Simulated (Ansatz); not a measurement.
Process, species as SMILES: Cl (HCl) → Cl atom + H atom
B3LYP-D3(BJ)/def2-TZVP geometries, fixed; electronic energies without zero-point terms.
Largest species:
```
Cl
H 1 1.2820
```
Charge 0, spin multiplicity 1.

The bond dissociation energy at MP2 with Ansatz (an electronic-structure program), in kcal/mol, split into its Hartree-Fock and correlation parts. Cores are frozen. Open shells are unrestricted. No added dispersion term, no relativity. Functions are those of the species that has most.

```json
[
 {"basis": "cc-pV(D+d)Z", "X": "2", "functions": "28", "Hartree-Fock": "75.84", "MP2": "98.79"},
 {"basis": "cc-pV(T+d)Z", "X": "3", "functions": "53", "Hartree-Fock": "76.80", "MP2": "104.89"},
 {"basis": "cc-pV(Q+d)Z", "X": "4", "functions": "94", "Hartree-Fock": "76.94", "MP2": "106.88"},
 {"basis": "cc-pV(5+d)Z", "X": "5", "functions": "155", "Hartree-Fock": "77.00", "MP2": "107.60"}
]
```

Worked estimate of the basis-set limit from each neighbouring pair, with Hartree-Fock from the larger set and the correlation part extrapolated as X^-3.
Correlation parts: X = 2: 22.95, X = 3: 28.09, X = 4: 29.94, X = 5: 30.60.
- (2,3): (27·(28.09) - 8·(22.95))/19 = 30.25; with Hartree-Fock 76.80 the estimate is 107.05 kcal/mol.
- (3,4): (64·(29.94) - 27·(28.09))/37 = 31.29; with Hartree-Fock 76.94 the estimate is 108.23 kcal/mol.
- (4,5): (125·(30.60) - 64·(29.94))/61 = 31.29; with Hartree-Fock 77.00 the estimate is 108.29 kcal/mol.
The last two estimates differ by 0.06 kcal/mol; the largest set lies 0.69 from the last. Over the last step Hartree-Fock moves by 0.06 and the correlation part by 0.66.
